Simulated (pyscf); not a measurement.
A first-order saddle from PySCF, ωB97X-D3(BJ)/def2-SVP:

```xyz
16

Sb     0.0214    -0.6286     0.7583
C      0.9142     1.4115    -0.3050
C     -1.8940    -0.7650    -0.1925
C     -0.7670     0.8646     2.1554
H      1.5546     1.7329    -1.1448
H     -0.0098     2.0033    -0.3339
H      1.4884     1.6199     0.6092
H     -1.9325    -1.6710    -0.8109
H     -2.0429     0.1166    -0.8336
H     -2.6786    -0.7766     0.5797
H     -1.4076     1.6153     1.6682
H     -1.3794     0.3081     2.8866
H      0.0394     1.3738     2.7048
S      0.9221    -1.2297    -1.9445
H      0.9167     0.2891    -0.9719
H     -0.2009    -0.8747    -2.6009
```

Surface: singlet, charge 0. Lowest wavenumbers (cm⁻¹): 1290i, 90, 144, 156, 174.

Problem. What reaction is this the transition state of?

Solution. H₃C–Sb(CH₃)–CH₃ + H₂S <-> H₃C–Sb(CH₃)–SH + methane (CH₄), a four-centre exchange read from left to right: C–Sb, H–S broken and S–Sb, C–H formed. At ωB97M-D3(BJ)/def2-TZVP it lies +190.0 kJ/mol from the left side and +274.5 kJ/mol from the right (each side as separated species at their lowest minima found). One saddle was located; it need not be the lowest between these sides. Elements past Kr carry the def2 core potentials, without spin-orbit coupling.
